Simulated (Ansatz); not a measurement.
# CH4FO: the cost of one run

Method: RKS PBE-D4/def2-SVPD; program: Ansatz 0.2.0, Gaussian basis.

Levels: PBE-D4, revPBE-D4, BLYP-D4, r2SCAN-D4, B97M-V, PBE0-D4, B3LYP-D4, HSE06-D4, wB97X-V, wB97M-V, B2PLYP, Hartree-Fock, MP2, CCSD, CCSD(T). The reference is CCSD(T) extrapolated to the basis limit.

Correlated methods freeze the cores. B3LYP uses VWN-RPA correlation. B2PLYP carries no dispersion term here.

163 further runs of the same task are left out: 163 set aside as unsound or not needed.

**1. The starting structure**

The pair, from a GFN2-xTB docking trial: 7 atoms, charge -1, spin multiplicity 1.

Atoms are counted from 1 here; the program's logs count them from 0.

Bond lengths: C2–O3 1.372 Å, C2–H4 1.105 Å, C2–H5 1.109 Å, C2–H6 1.103 Å, O3–H7 1.082 Å. Angles: O3–C2–H4 109.1°, O3–C2–H5 112.6°, O3–C2–H6 112.9°, H4–C2–H5 107.3°, H4–C2–H6 107.6°, H5–C2–H6 107.1°, C2–O3–H7 108.0°.

Coordinates:

```xyz
7
charge -1, multiplicity 1
F     0.3856   -0.4556   -2.3236
C    -0.2518    0.1624    0.6709
O     0.9254   -0.1712    0.0497
H    -0.0281    0.5704    1.6730
H    -0.9215   -0.7108    0.8117
H    -0.8270    0.9262    0.1202
H     0.7174   -0.3213   -1.0019
```

Atoms 1 to 1 are fragment A (F−), the rest fragment B (CH4O).

**2. A first relaxation in a small basis**

File pre/in.yaml:

```yaml
crystal:
  periodic: [false, false, false]
  atoms:
    - {symbol: F, position_ang: [0.385600, -0.455600, -2.323600]}
    - {symbol: C, position_ang: [-0.251800, 0.162400, 0.670900]}
    - {symbol: O, position_ang: [0.925400, -0.171200, 0.049700]}
    - {symbol: H, position_ang: [-0.028100, 0.570400, 1.673000]}
    - {symbol: H, position_ang: [-0.921500, -0.710800, 0.811700]}
    - {symbol: H, position_ang: [-0.827000, 0.926200, 0.120200]}
    - {symbol: H, position_ang: [0.717400, -0.321300, -1.001900]}
basis:
  gaussian: {orbitals: def2-SVPD}
total_charge: -1
hamiltonian: {xc: pbe, dispersion: d4}
relax: {f_tol: 0.03, max_steps: 250}
```

Command:

```console
ansatz run in.yaml --threads 2 --pin off --events-out ev --progress --plain --max-ram 5222MiB
```

**Question.** How long does this run take on 2 threads of Intel Xeon Platinum 8488C, shared host?

About 8.5 s.
